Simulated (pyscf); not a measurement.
Single points on ωB97X-D3(BJ)/def2-SVP structures (PySCF, gas phase).

**Question.** HO–GaH–Cl (SMILES [OH][GaH][Cl]) + SiH₄ (SMILES [SiH4]) → Cl–GaH₂ (SMILES [Cl][GaH2]) + HO–SiH₃ (SMILES O[SiH3])
Surface: singlet. Broken: Ga–O, H–Si. Formed: Ga–H, O–Si. Give ΔE‡ and ΔE from ωB97M-D3(BJ)/def2-TZVP, relative to the separated reactants.

**Answer.** ΔE‡ = 3.9 kcal/mol, ΔE = -4.3 kcal/mol. Zero-point energy shifts the barrier by +2.2 kcal/mol. It is a four-centre exchange, with an imaginary mode of 252i cm⁻¹. On the reactant side the descent ends in a complex, 5.7 kcal/mol under the separated species and 6.1 kcal/mol under the saddle at ωB97X-D3(BJ)/def2-TZVP. On the product side the descent ends in an adduct with a Ga–O contact, 18.7 kcal/mol under the separated species and 22.2 kcal/mol under the saddle at ωB97X-D3(BJ)/def2-TZVP. What is counted as broken (Ga–O) persists as a longer contact in the product adduct; parting that adduct is a step of its own. At the saddle there is also a short Ga–Si contact that neither side keeps. At ωB97X-D3(BJ) the barrier from the zero used here is 0.4 kcal/mol. This is the saddle that the search found; another between the same sides may lie lower. Elements up to Kr have no core potential and no relativistic terms here.
